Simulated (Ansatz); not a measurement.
Two isomers of C2H2ClNO: A = `N=C(Cl)C=O`, B = `ClC1=NCO1`.

Calculated with Ansatz (gas phase, PBE0-D4/def2-TZVP geometries, no zero-point term in ΔE). CCSD(T)/CBS adds triple-zeta CCSD(T) − MP2 to the extrapolated MP2 energy (def2 sets, frozen cores). DFT in def2-TZVPP. B3LYP here is the variant with VWN-RPA as its local correlation; programs differ in this. Each species was taken in one conformer, which may not be the lowest.

(1) Which isomer does CCSD(T)/CBS put lower? Give the gap. (An estimate is asked.)

(2) Give E(B) − E(A) in kcal/mol with CCSD/def2-TZVPP, PBE0-D4, B3LYP-D4, MP2/def2-TZVPP, B2PLYP, HF/def2-TZVPP, BLYP-D4. (Best estimate.)

(3) Does the order hold for the free energy at 298.15 K (harmonic terms from PBE0-D4)? (Estimate.)

Largest T1 diagnostic: 0.014.

Results:

(1) Ansatz gave: A, by 18.7 kcal/mol.

(2) Computed: CCSD/def2-TZVPP 18.8, PBE0-D4 15.4, B3LYP-D4 21.7, MP2/def2-TZVPP 16.7, B2PLYP 20.3, HF/def2-TZVPP 22.8, BLYP-D4 23.8. None reverses the order clearly.

(3) Ansatz gave: Yes: G(B) − G(A) = +20.5 kcal/mol, for one conformer each.

From PBE to PBE0 (25 % exact exchange), in def2-TZVPP and without D4, E(B) − E(A) moves by −1.6 kcal/mol. Leaving LDA and LC-ωPBE aside and taking each functional with its dispersion term where it has one, the values, not all of them listed here, spread over 9.1 kcal/mol, from PBE-QIDH to BLYP-D4. LDA lies −5.6 kcal/mol from PBE without D4.
